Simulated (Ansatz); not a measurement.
`F/C=C/CF`, relaxed with RKS PBE-D4/def2-SVP in Ansatz from a rough embedded geometry. The force threshold is 0.03 eV/Å; the program also tests the step.

Charge 0, multiplicity 1.

Start:

```xyz
9

F     0.994   -0.340    2.346
C     0.154    0.011    1.365
C     0.436   -0.272    0.062
C    -0.424    0.137   -1.042
F     0.255    0.866   -1.935
H    -0.745    0.520    1.743
H     1.395   -0.765   -0.168
H    -1.320    0.656   -0.785
H    -0.745   -0.814   -1.587
```

Task: By how much does the energy fall, and how many steps does the optimiser take? (An estimate is asked.)

Result: Ansatz gave: 17.98 kJ/mol, in 6 steps.

Task: Which bonds change most? (Estimate.)

Result: The calculation gave: C4–F5 from 1.338 to 1.394 Å; C4–H8 from 1.067 to 1.114 Å; C3–C4 from 1.458 to 1.493 Å; C4–H9 from 1.142 to 1.115 Å.

Task: Give the relaxed structure. (Best estimate.)

Result: Ansatz gave: 
```xyz
9

F     0.951   -0.335    2.379
C     0.177    0.022    1.347
C     0.471   -0.284    0.075
C    -0.423    0.099   -1.058
F     0.228    0.959   -1.941
H    -0.723    0.579    1.664
H     1.399   -0.835   -0.148
H    -1.346    0.598   -0.683
H    -0.734   -0.803   -1.635
```
